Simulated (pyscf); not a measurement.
HO–GeH₃ + H₂B–NH₂ → H₂B–O–GeH₃ + ammonia (NH₃), a four-centre exchange (singlet surface; H–O, B–N broken, B–O, H–N formed). PySCF, gas phase, ωB97X-D3(BJ)/def2-SVP geometries. Energies in kcal/mol from the separated reactants.

Small-basis levels: PySCF, no dispersion term, spherical d functions. 

**Question.** In single points B3LYP/6-31G*+LANL2DZ puts the saddle at 8.6 kcal/mol and the reaction energy at -2.6 kcal/mol. Should these be trusted to within a few kcal/mol? Compare with ωB97M-D3(BJ)/def2-TZVP.

**Answer.** ωB97M-D3(BJ)/def2-TZVP gives ΔE‡ = 10.0 kcal/mol and ΔE = -0.1 kcal/mol. B3LYP/6-31G*+LANL2DZ lies 1.4 kcal/mol under it in the barrier and 2.5 kcal/mol under it in the reaction energy, so on this step it holds to within 3.0 kcal/mol. ωB97M-D3(BJ)/def2-TZVP has limits of its own. On the product side the descent ends in an adduct with a B–N contact, 14.7 kcal/mol under the separated species and 24.8 kcal/mol under the saddle at ωB97X-D3(BJ)/def2-TZVP. What is counted as broken (B–N) persists as a longer contact in the product adduct; parting that adduct is a step of its own. The reactants may also form a dative adduct at H₂B–NH₂; it and routes through it were not searched. One saddle was located; it need not be the lowest between these sides. In the def2 sets elements up to Kr have no core potential.
